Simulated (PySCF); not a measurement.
# Gas-phase XPS of cyclobutanol, computed

Compound: cyclobutanol, C4H8O.
Geometry (PBE0-D3(BJ)/def2-SVP, Å), atoms numbered from 1 in this order:
```
atom  x, y, z in Å
O1     1.3795    1.5107   -0.2561
C2     0.5058    0.5977    0.3309
C3    -0.9228    0.6205   -0.2170
C4    -0.9550   -0.9115   -0.0556
C5     0.5856   -0.8946   -0.0533
H6     2.2270    1.4558    0.1969
H7     0.4879    0.7038    1.4344
H8    -1.6753    1.2316    0.3027
H9    -0.8935    0.9118   -1.2781
H10   -1.3612   -1.2098    0.9232
H11   -1.4606   -1.5010   -0.8336
H12    0.9842   -0.9765   -1.0765
H13    1.1289   -1.5906    0.6042
```

The calculation used delta-SCF UKS SCAN, pcX-2 on the ionised atom, pcseg-1 elsewhere, spin-free X2C (PySCF). Binding energies are ΔSCF values: E(core-ionised, relaxed orbitals) − E(ground state) at a fixed geometry, referred to the vacuum level.

What binding energy does each computed site have?

| atom(s) | bonded to | level | binding energy (eV) | above the level's lowest (eV) | count |
| --- | --- | --- | --- | --- | --- |
| O1 | C and H | O 1s | 538.66 | 0.00 | 1 |
| C2 | O, 2 C and H | C 1s | 291.94 | +1.52 | 1 |
| C3/C5 | 2 C and 2 H | C 1s | 290.42 | 0.00 | 2 |
| C4 | 2 C and 2 H | C 1s | 290.55 | +0.13 | 1 |

The listed C 1s values span 1.52 eV, from C3/C5 (bonded to 2 C and 2 H) to C2 (bonded to O, 2 C and H). The widest gap between neighbouring values is 1.39 eV, between 290.55 and 291.94 eV. Summing the Pauling electronegativity differences to the bonded atoms, each weighted by its formal bond order, gives -0.70 for the lowest site and +0.54 for the highest; no listed site has a larger sum than the highest.

Give the binding energy of C 1s of C3/C5 in hartree and in kJ/mol.

290.42 eV = 10.6727 Eh = 28021 kJ/mol.

Which photon energy gives electrons from C 1s of C3/C5 a kinetic energy of 20 eV, and what is their de Broglie wavelength?

hν = 290.42 + 20 = 310.42 eV, recoil neglected; λ = 12.264 Å/√(E/eV) = 2.74 Å.

One atom of each set of topologically equivalent atoms was ionised and stands for the set; in this conformer not all members are related by symmetry, and their own values weren't computed. The structure is a single PBE0-D3(BJ)/def2-SVP conformer in the gas phase; no vibrational or solvent corrections.

Hardware: Arm Neoverse N1, one thread, no GPU, shared host with 64 logical CPUs at a one-minute load of 55. Cost: 41 s, 0.53 GiB resident at most.
